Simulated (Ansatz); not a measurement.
For zinc-blende CdS (metastable phase), revPBE (plane waves, PAW; Ansatz, an electronic-structure program) gives:

```
Quantity                  Result
------------------  ------------
lattice constant a       5.985 Å
bulk modulus            48.6 GPa
cohesive energy     2.26 eV/atom
band gap                 1.11 eV
```

### Question
What does r²SCAN-D4 (Ansatz, PAW) give for the same quantities?

### Answer

- lattice constant a: 5.856 Å (falls by 2.2 %)
- bulk modulus: 62.4 GPa (grows by 28 %)
- cohesive energy: 2.94 eV/atom (grows by 0.68 eV/atom)
- band gap: 1.57 eV (rises by 0.46 eV)

For comparison: lattice constant a 5.832 Å (measured, room temperature, no zero-point or thermal correction, our sources range from 5.818 to 5.832; as tabulated in arXiv:1206.3780); cohesive energy 2.87 eV/atom (measured, zero-point energy (9/8 kB θD) added and atomic spin-orbit splittings removed, spin-orbit-averaged atoms; as tabulated in Albrecht et al. (1997), arXiv:cond-mat/9706128); band gap 2.48 eV (measured, 4 K, zero-point motion not removed, our sources range from 2.48 to 2.55; as tabulated in arXiv:1206.3780).

Changes are worked out from the printed values.

Unless a cell is named, each level is at its own relaxed cell (revPBE 26.80, r²SCAN-D4 25.10 Å³/atom).

Levels without +SOC have no spin–orbit coupling; where heavier elements are present it shifts gaps, mostly down, and can invert bands. Density-functional gaps are differences of (generalised) Kohn–Sham levels.

Ansatz's density-functional and Hartree–Fock values are scalar-relativistic unless marked +SOC, with PAW data made under PBE.
